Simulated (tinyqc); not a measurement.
MP2 on RHF in the sto-3g basis, frozen core, for LiH, spin multiplicity 1, step by step. One step of it, computed by the program tinyqc.

Problem. Second-order Moller-Plesset energy. E2 = sum_ijab (ia|jb) [2 (ia|jb) - (ib|ja)] / (e_i + e_j - e_a - e_b) over occupied i, j and virtual a, b; the opposite-spin part is (ia|jb)^2 / denominator, the rest is same-spin, and SCS-MP2 scales them by 6/5 and 1/3.

orbital energies (hartree): MO1 -2.357335, MO2 -0.260043, MO3 0.074896, MO4 0.162995, MO5 0.162995, MO6 0.464406

Two-electron integrals over orbitals (pq|rs), unique and non-zero (hartree); the lowest 1 orbital is frozen and left out:
```
(22|22) 0.467766    (32|22) -0.053924   (32|32) 0.016701    (33|22) 0.216762
(33|32) 0.011275    (33|33) 0.333822    (42|42) 0.022036    (43|42) 0.019688
(43|43) 0.041305    (44|22) 0.256410    (44|32) 0.009431    (44|33) 0.281027
(44|44) 0.312946    (52|52) 0.022036    (53|52) 0.019688    (53|53) 0.041305
(54|54) 0.016869    (55|22) 0.256410    (55|32) 0.009431    (55|33) 0.281027
(55|44) 0.279207    (55|55) 0.312946    (62|22) 0.114781    (62|32) -0.038940
(62|33) -0.017546   (62|44) -0.028796   (62|55) -0.028796   (62|62) 0.127564
(63|22) -0.053879   (63|32) 0.012988    (63|33) 0.036134    (63|44) 0.005051
(63|55) 0.005051    (63|62) -0.035304   (63|63) 0.028032    (64|42) -0.019173
(64|43) -0.012941   (64|64) 0.019735    (65|52) -0.019173   (65|53) -0.012941
(65|65) 0.019735    (66|22) 0.439394    (66|32) -0.046654   (66|33) 0.239520
(66|44) 0.263355    (66|55) 0.263355    (66|62) 0.115067    (66|63) -0.045405
(66|66) 0.438333
```

Hartree-Fock energy = -7.84235242 hartree

Give: Terms; Pair energies; MP2 correlation energy; SCS-MP2 correlation energy; MP2 total energy.

Solution.

Terms:

| i | j | a | b | (ia\|jb) | (ib\|ja) | denominator | term |
|---|---|---|---|---|---|---|---|
| 2 | 2 | 6 | 6 | 0.128 | 0.128 | -1.449 | -0.011 |
| 2 | 2 | 3 | 6 | -0.039 | -0.039 | -1.059 | -1.43e-03 |
| 2 | 2 | 6 | 3 | -0.039 | -0.039 | -1.059 | -1.43e-03 |
| 2 | 2 | 5 | 5 | 0.022 | 0.022 | -0.846 | -5.74e-04 |
| 2 | 2 | 4 | 4 | 0.022 | 0.022 | -0.846 | -5.74e-04 |
| 2 | 2 | 3 | 3 | 0.017 | 0.017 | -0.670 | -4.16e-04 |

Pair energies (hartree; pair i-j sums ij and ji):

| pair | opposite spin | same spin |
|---|---|---|
| 2-2 | -0.016 | 0 |

MP2 correlation energy = -0.01566 hartree

SCS-MP2 correlation energy = -0.01879 hartree

MP2 total energy = -7.85801 hartree
